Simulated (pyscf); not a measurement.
Structures and frequencies: ωB97X-D3(BJ)/def2-SVP in PySCF.

Task: For the elementary gas-phase step AsH₃ (SMILES [AsH3]) + HO–GaH₂ (SMILES [OH][GaH2]) -> HO–GaH–AsH₂ (SMILES [OH][GaH][AsH2]) + H₂ (SMILES [H][H]) (singlet surface; As–H, Ga–H broken, As–Ga, H–H formed), what barrier and reaction energy does ωB97M-D3(BJ)/def2-TZVP give, measured from the separated reactants?

Result: ΔE‡ = 1.33 eV, ΔE = -0.36 eV. Zero-point energy shifts the barrier by 0.00 eV. It is a four-centre exchange, with an imaginary mode of 1350i cm⁻¹. On the reactant side the descent ends in a complex, 0.18 eV under the separated species and 1.31 eV under the saddle at ωB97X-D3(BJ)/def2-TZVP. At the saddle there is also a short Ga–H contact that neither side keeps. At ωB97X-D3(BJ) the barrier from the zero used here is 1.13 eV. One saddle was located; it need not be the lowest between these sides. Elements up to Kr have no core potential and no relativistic terms here.
